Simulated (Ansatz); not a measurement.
```yaml
crystal:
  periodic: [false, false, false]
  atoms:
    - {symbol: C, position_ang: [-1.453128, -0.359504, -0.003397]}
    - {symbol: S, position_ang: [0.067035, 0.290186, 0.002464]}
    - {symbol: C, position_ang: [1.459806, -0.450560, -0.003434]}
    - {symbol: H, position_ang: [-2.212107, 0.421282, 0.002998]}
basis:
  gaussian: {orbitals: def2-TZVP}
magnetization: {spin_polarized: true, initial_magnetization: 1}
hamiltonian: {xc: pbe0}
relax: {f_tol: 0.004, max_steps: 80}
```

```sh
$ ansatz run in.yaml --threads 1 --pin off --events-out ev --progress --plain --max-ram 2176MiB
```

Steps of the relaxation (energy above the last step; positions in Å, forces in eV/Å):

```
4
step 1, 86.1 meV
C    -1.453   -0.360   -0.003   -0.680   -0.140   -0.001
S     0.067    0.290    0.002   -0.195    0.305    0.003
C     1.460   -0.451   -0.003    1.158   -0.284   -0.002
H    -2.212    0.421    0.003   -0.283    0.119    0.001
```

```
4
step 2, 52.9 meV
C    -1.468   -0.356   -0.003   -0.405   -0.004    0.000
S     0.073    0.276    0.002   -0.078    0.059    0.000
C     1.489   -0.447   -0.003    0.560   -0.079   -0.001
H    -2.233    0.428    0.003   -0.076    0.024    0.000
```

```
4
step 3, 37.3 meV
C    -1.492   -0.354   -0.003    0.000    0.019    0.000
S     0.076    0.248    0.002    0.072   -0.165   -0.001
C     1.527   -0.434   -0.003   -0.117    0.121    0.001
H    -2.249    0.441    0.003    0.045    0.025    0.000
```

```
4
step 5, 26.0 meV
C    -1.607   -0.408   -0.004    0.113    0.378    0.003
S     0.033   -0.015    0.000   -0.096    0.141    0.001
C     1.592   -0.249   -0.002   -0.379   -0.069   -0.001
H    -2.156    0.573    0.004    0.362   -0.450   -0.004
```

```
4
step 9, 0.0 meV
C    -1.570   -0.402   -0.004    0.010    0.004    0.000
S     0.030    0.074    0.001    0.015   -0.011    0.000
C     1.559   -0.305   -0.002   -0.035    0.009    0.000
H    -2.157    0.534    0.004    0.009   -0.002    0.000
```

```
4
step 11, 0.0 meV
C    -1.570   -0.402   -0.004    0.000    0.000    0.000
S     0.029    0.073    0.001    0.001    0.000    0.000
C     1.558   -0.304   -0.002    0.000    0.000    0.000
H    -2.155    0.534    0.004    0.000    0.000    0.000
```

Close pairs at the end: C1–H4 1.104 Å, S2–C3 1.574 Å, C1–S2 1.669 Å.

A stationary point of unrestricted PBE0 after 11 steps, with ⟨S²⟩ = 0.783 against 0.75 for a pure state; no frequencies were run, so it isn't proven a minimum. 1.8 min on 1 thread of Arm Neoverse V1, shared host.
